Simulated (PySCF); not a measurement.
Calculated properties of `C1CCOC1`

Compound: C4H8O.
Bonds: C1–C2, C2–C3, C3–O4, O4–C5, C1–C5. Hydrogens: H6, H7 on C1; H8, H9 on C2; H10, H11 on C3; H12, H13 on C5.

Among its groups: ether.

PBE0-D3(BJ)/def2-SVP geometry optimisation, gas phase (PySCF):

- Point group: C2
- Rotational constants A, B, C: 7.172, 7.075, 4.059 GHz

PBE0/def2-SVPD ground state, ΔSCF and vertical TDDFT (core frozen in the response) (PySCF):

- Dipole moment: 1.81 D
- HOMO energy: -7.09 eV
- LUMO energy: 0.71 eV
- HOMO–LUMO gap: 7.80 eV
- Lowest singlet excitation: 6.62 eV (187 nm, f = 0.012)
- Strongest line among the 10 lowest singlet transitions: S10 at 9.05 eV (137 nm, f = 0.119)
- Lowest triplet excitation (Tamm–Dancoff): 6.50 eV
- Static isotropic polarisability: 51.0 au
- Vertical ionisation energy: 9.36 eV
- Electronic spatial extent ⟨r²⟩ about the centre of nuclear charge: 371 bohr²

From CAM-B3LYP/pcSseg-2 ground state and GIAO shieldings, non-relativistic (PySCF):

- 13C chemical shifts (computed TMS as zero) by class: 72.5 (C3/C5), 30.7 (C1/C2) ppm
- 1H chemical shifts (computed TMS as zero) by class: 3.80 (H10/H11/H12/H13), 1.80 (H6/H7/H8/H9) ppm
- Isotropic shieldings of nuclei other than C and H, by class: 297 (O4) ppm

**B3LYP/pcJ-1 indirect spin-spin coupling, non-relativistic, gas phase; spin–dipole term left out (PySCF)**

* Largest of the computed one-bond spin–spin couplings (means over like bonds): 13C–1H +150.7 (C3–H10 and 3 like it), 13C–1H +137.0 (C1–H6 and 3 like it), 13C–13C +33.5 (C1–C5 and 1 like it), 13C–13C +32.7 (C1–C2), 17O–13C +23.5 (O4–C3 and 1 like it) Hz

delta-SCF UKS SCAN, pcX-2 on the ionised atom, pcseg-1 elsewhere, spin-free X2C (PySCF):

- Core binding energies: C1s 290.8 (C1/C2), C1s 291.9 (C3/C5), O1s 538.0 (O4) eV

Monoisotopic mass (most abundant isotopes): 72.0575 u.

The principal polarisabilities are 46.6, 50.4 and 56.2 au; their mean is the isotropic value. No computed singlet falls in the visible range (750 to 380 nm, 1.65 to 3.26 eV); S1 lies 3.36 eV above its blue end. In atomic units the dipole is 0.71 e·bohr (1 au = 2.5417 D). The vertical singlet–triplet gap S1 − T1 is 0.12 eV (TDDFT singlet less Tamm–Dancoff triplet; S1: HOMO→LUMO, weight 0.97; T1: HOMO→LUMO, weight 0.94). S1 lies 1.18 eV below the HOMO–LUMO gap; its leading configuration is HOMO→LUMO, weight 0.97.

One conformer (not necessarily the lowest) at the PBE0-D3(BJ)/def2-SVP geometry, without solvent or vibrations. NMR classes are plain means over equivalent atoms (diastereotopic ones count apart unless rotation or inversion swaps them), as if these changed places fast; in this geometry the members of some classes differ.

For the spin–spin coupling job (B3LYP/pcJ-1), on x86-64 server, one thread (shared host), this took 29 s.
